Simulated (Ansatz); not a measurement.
# BH₄ (doublet): the correlation ladder at a displaced geometry (v1), cc-pVDZ

The task here is to estimate one member of a computed series from the others.

Program: Ansatz 0.2.0, Gaussian basis. Level of theory: cc-pVDZ, core rule «outside noble gas», up to 1 orbitals frozen. These are calculated values, not measurements.

Plan: UHF; CCSD(T) on ROHF; CCSD(T) on UHF; BCCD(T) on ROHF; CISD; CCSDT(Q) on ROHF; CCSDT(Q) on UHF; CASSCF and MRCISD+Q, 7 electrons in 8 orbitals; CASSCF and NEVPT2, 7 electrons in 8 orbitals.

22 further runs of the same task are left out: 9 that didn't finish, 13 set aside as unsound or not needed.

**The system**

The geometry is a PBE0/def2-TZVP stationary point (not a proven minimum) with its atoms shifted at random (size 0.040 Å).

5 atoms, charge 0, spin multiplicity 2.

Atoms are counted from 1 here; the program's logs count them from 0.

Bond lengths: B1–H2 1.202 Å, B1–H3 1.140 Å, B1–H4 1.244 Å, B1–H5 1.245 Å. Angles: H2–B1–H3 96.7°, H2–B1–H4 99.1°, H2–B1–H5 144.7°, H3–B1–H4 138.5°, H3–B1–H5 96.7°, H4–B1–H5 92.1°.

Coordinates:

```
B     0.0073   -0.0003    0.0112
H     0.4211    0.7961    0.8107
H    -0.3699   -0.7648    0.7679
H    -0.4612    0.7887   -0.8282
H     0.3317   -0.8172   -0.8700
```

Set-up of the first run:

Contents of in.yaml:

```yaml
crystal:
  periodic: [false, false, false]
  atoms:
    - {symbol: B, position_ang: [0.007292, -0.000265, 0.011160]}
    - {symbol: H, position_ang: [0.421144, 0.796087, 0.810660]}
    - {symbol: H, position_ang: [-0.369904, -0.764792, 0.767854]}
    - {symbol: H, position_ang: [-0.461166, 0.788734, -0.828247]}
    - {symbol: H, position_ang: [0.331715, -0.817181, -0.869965]}
basis:
  gaussian: {orbitals: cc-pVDZ}
magnetization: {spin_polarized: true, initial_magnetization: 1}
hamiltonian: {xc: hf}
output: {orbitals: {seedname: orbitals}}
```

Launch:

```
> ansatz run in.yaml --threads 1 --pin off --events-out ev --progress --plain --max-ram 2393MiB
```

Steps of the session up to this table: UHF; CCSD(T) on ROHF; CCSD(T) on UHF; BCCD(T) on ROHF; CISD; CCSDT(Q) on ROHF; CCSDT(Q) on UHF; CASSCF and MRCISD+Q, 7 electrons in 8 orbitals; CASSCF and NEVPT2, 7 electrons in 8 orbitals.

One table of the session follows, with a row left open; its other results are not shown here.

It belongs to the step «Misses and costs». 

```
          method  from UCCSDT(Q) (meV)
            ROHF               +4151.7
             UHF               +4007.3
            RMP2                +839.1
            UMP2                +871.7
            CISD                +262.1
           RCCSD                +107.2
           UCCSD                +105.6
        RCCSD(T)                 +21.1
        UCCSD(T)                 +21.9
         BCCD(T)                 +21.6
          RCCSDT                  +3.1
          UCCSDT                  +3.0
       RCCSDT(Q)                     ?
       UCCSDT(Q)                     0
  CASSCF valence               +2438.0
  NEVPT2 valence                +631.3
  MRCISD valence                +105.0
MRCISD+Q valence                  +8.0
```

Estimate the missing values for RCCSDT(Q).

The run gave: from UCCSDT(Q) (meV): +0.1. In the column «from UCCSDT(Q) (meV)» it lies between UCCSDT(Q) (0) and UCCSDT (+3.0).

To keep in mind: Restricted and unrestricted rows rest on different reference determinants; where their highest levels disagree by more than a few hundredths of an eV, they describe different states and don't form one ladder.
